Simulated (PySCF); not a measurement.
**Orbital picture of PH**

LDA at R = 1.428 Å; PySCF, no relativity, basis sets P def2-TZVPPD, H def2-TZVPPD. State: ³Σ⁻ (triplet), unpaired electrons π ↑↑. Only the outer orbitals are listed, counted within each symmetry.

```tsv
spin	orbital	occ.	ε (eV)	on P (%)	main shells (%)
α	4σ	1	-15.37	89	85 P s, 11 H s
α	5σ	1	-8.60	71	55 P p, 29 H s, 14 P s
α	2π	1	-6.13	98	98 P p
α	2π	1	-6.13	98	98 P p
α	6σ	0	-0.43	99	68 P s, 26 H p, 25 P d
β	4σ	1	-14.03	81	77 P s, 18 H s
β	5σ	1	-7.89	71	50 P p, 29 H s, 20 P s
β	2π	0	-4.37	96	96 P p
β	2π	0	-4.37	96	96 P p
```

Task: Which are the highest filled and the lowest empty level, where do they sit, and how wide is the gap?

Result: Highest filled α 2π at -6.13 eV (in %: 98 P p); lowest empty β 2π at -4.37 eV (in %: 96 P p); the gap at LDA is 1.76 eV. Both belong to one degenerate shell, split only by its one-sided filling, so this is no excitation gap.

```
bond order (Mayer)                             : 0.99
⟨S²⟩                                           : 2.003
charge on P (Mulliken, basis-dependent)        : -0.09
charge on P (Löwdin, basis-dependent)          : 0.43
dipole moment (positive dipole means P(−)H(+)) : 0.45 D
polarisability along the bond                  : 31.3 bohr³
polarisability across the bond                 : 27.7 bohr³
```

The state was picked by a PBE0 search and need not be the measured ground state.
